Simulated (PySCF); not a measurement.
Geometries of 3 isomers of C6H6, from PySCF, PBE0-D3(BJ)/def2-SVP geometry optimisation, gas phase. One conformer each, no zero-point energy, no frequencies.

Question: Which isomer lies lowest at this level?
A.
```xyz
12
angstrom
C      3.823   -0.627    0.892
C      2.669   -0.477    0.534
C      1.369   -0.306    0.133
C      0.216   -0.158   -0.232
C     -1.169    0.033   -0.632
C     -2.062    0.545    0.498
H      4.841   -0.760    1.208
H     -1.560   -0.924   -1.020
H     -1.197    0.735   -1.484
H     -2.072   -0.160    1.342
H     -3.095    0.671    0.142
H     -1.706    1.515    0.873
```
B.
```xyz
12
angstrom
C      1.269    0.651   -0.227
C      1.181   -0.655   -0.510
C     -0.235   -1.040   -0.176
C     -0.733   -0.158    0.955
C     -0.095    1.041    0.276
C     -1.138    0.161   -0.392
H      2.125    1.317   -0.326
H      1.948   -1.324   -0.900
H     -0.627   -2.053   -0.298
H     -1.257   -0.328    1.896
H     -0.351    2.055    0.593
H     -2.094    0.333   -0.888
```
C.
```xyz
12
angstrom
C      1.270    0.762   -0.128
C      1.375   -0.548    0.142
C     -0.033   -0.871   -0.334
C     -1.172   -0.646    0.648
C     -1.277    0.663    0.377
C     -0.154    0.653   -0.649
H      1.932    1.620    0.018
H      2.154   -1.167    0.594
H     -0.162   -1.621   -1.129
H     -1.672   -1.315    1.353
H     -1.894    1.472    0.777
H     -0.370    1.000   -1.671
```

Answer: B. That is `C1=CC2C3C1C23` (benzvalene), 9.2 kcal/mol below the next.

```csv
SMILES,atoms numbered as above,E (Eh),relative (kcal/mol),relative (kJ/mol),dipole (D)
C1=CC2C3C1C23,[CH:1]1=[CH:2][C@H:3]2[C@H:4]3[C@@H:5]1[C@@H:6]23,-231.69941,0.0,0.0,0.91
C1=CC2C=CC12,[CH:1]1=[CH:2][C@H:3]2[CH:4]=[CH:5][C@@H:6]12,-231.68472,9.2,38.6,0.01
C#CC#CCC,[CH:1]#[C:2][C:3]#[C:4][CH2:5][CH3:6],-231.67166,17.4,72.8,1.32
```

As drawn, the lowest has a three-membered ring and a C=C bond outside aromatic rings, which the highest lacks; the highest has a C≡C bond, which the lowest lacks.
